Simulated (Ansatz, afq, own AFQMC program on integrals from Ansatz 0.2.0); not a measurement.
## AlNH$_{2}$⁺, quartet in cc-pVDZ, levels against CCSDT(Q)

```xyz
4

Al    0.0000   -0.0849    0.6205
N     0.0000    0.0356   -1.1435
H     0.0000    1.3500    1.3538
H     0.0000    0.4271   -2.0731
```

Connectivity, by distances: AlH–NH.

Basis cc-pVDZ. Only valence electrons are correlated. AFQMC by an in-house program on the Cholesky factors that Ansatz 0.2.0 writes for its CCSD(T) run. The CISD trial takes its coefficients from CCSD amplitudes. Released means that phaseless walkers are propagated on without the constraint, phases kept. Uncertainties: one standard error, sampling alone.

Determinant: UHF, the one that the program's search chose, which needn't be the lowest solution. The geometry is a PBE0/def2-TZVP stationary point of this or a neighbouring charge and spin state.

No full CI on the walks' own integrals is used here; CCSDT(Q) serves as the reference and is uncertain by about the last step of the cluster series.

Cautions: lower spins were not checked; the released energies move by 1.5 errors or more from one time to the next, so no released level is given (meV from the phaseless value at times in 1/Eh: -2.6 ± 1.9 at 0.24, -4.7 ± 1.8 at 0.51, -7.3 ± 1.5 at 0.99, -6.8 ± 1.3 at 1.62, -11 ± 3 at 2.40), though the last usable value meets CCSDT(Q) within the noise; the ph-AFQMC/CISD walk drifts between its halves (2.1 errors).

- T1 diagnostic: 0.0212
- weight of the determinant in the CISD state: 0.919
- ⟨S²⟩ of the determinant: 3.774
- size of the correlated space: 9 electrons in 36 orbitals

```json
{"level": "MP2", "correlation energy (eV)": "-3.6602"}
{"level": "CCSD", "correlation energy (eV)": "-4.4843"}
{"level": "CCSD(T)", "correlation energy (eV)": "-4.5615"}
```

Q: Estimate where phaseless AFQMC with the Hartree–Fock trial lies against CCSD(T) on the same integrals.

A: 0.24 ± 0.34 kcal/mol below CCSD(T). The gap is under twice the noise, so this walk alone can't tell the two apart.

Reference: CCSDT(Q), correlation energy -4.587 eV.

```csv
level,E − E(reference) (kcal/mol),share of correlation (%)
CCSD(T),0.59,99.44
CCSDT,0.09,99.91
ph-AFQMC/HF,0.35 ± 0.34,99.67
ph-AFQMC/CISD,0.21 ± 0.04,99.80
```

A walk keeps the symmetry of its determinant, which the program's search chose and which needn't be the lowest solution, so a lower state of the same spin and another symmetry isn't excluded.
